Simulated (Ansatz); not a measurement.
Ansatz (a first-principles code) input:

Ansatz 0.2 input:
```yaml
crystal:
  periodic: [false, false, false]
  atoms:
    - {symbol: N, position_ang: [-0.15425100, 0.63571218, 0.00349027]}
    - {symbol: N, position_ang: [0.15425100, -0.63571218, -0.00349027]}
    - {symbol: H, position_ang: [-0.32662509, 1.10030571, 0.88708063]}
    - {symbol: H, position_ang: [-0.33611639, 1.10767314, -0.87427379]}
    - {symbol: H, position_ang: [0.33611639, -1.10767314, 0.87427379]}
    - {symbol: H, position_ang: [0.32662509, -1.10030571, -0.88708063]}
basis:
  gaussian:
    orbitals: aug-cc-pVQZ
hamiltonian:
  xc: hf
total_charge: 1
magnetization: {spin_polarized: true, initial_magnetization: 1}
```

What final total energy does it print?

-110.98071 Eh (HF/aug-cc-pVQZ). The basis has 344 functions.
